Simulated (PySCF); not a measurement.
Problem. What does the PBE0-D3(BJ)/def2-SVP structure of `C=PCC#N` look like in three dimensions?

Solution. 
```
atom  x, y, z in Å
C1     1.5183    0.6554   -0.0635
P2     0.8907   -0.7586    0.5319
C3    -0.8330   -0.8536   -0.2455
C4    -1.1948    0.2437   -1.1120
N5    -1.4155    1.1530   -1.7953
H6     1.0075    1.3423   -0.7498
H7     2.5289    0.9390    0.2497
H8    -1.5579   -0.9342    0.5821
H9    -0.8874   -1.8050   -0.8007
```

Any rigid rotation of these coordinates is as good. Atoms count from 1 in this order. The 5 heavy atoms lie in one plane (0.001 Å rms). P2 (phosphorus bonded to 2 C) is bent (angle 103.9°). Of the pairs four or more bonds apart, C4···H6 is among the closest relative to their van der Waals radii: 2.49 Å, 86 % of the sum of Bondi's values. The C–P distances run from 1.658 Å (C1=P2, drawn double) to 1.893 Å (P2–C3, drawn single), a spread of 0.235 Å.

Bonds between heavy atoms (Å): C1=P2 1.658, P2–C3 1.893, C3–C4 1.444, C4≡N5 1.159.

Method used: PySCF 2.14.0, PBE0-D3(BJ)/def2-SVP geometry optimisation, gas phase.

Point group: Cs (every atom within 0.08 Å of its image). Not checked by PBE0-D3(BJ)/def2-SVP frequencies. One conformer, not necessarily the lowest (C1–P2–C3–C4 0°).
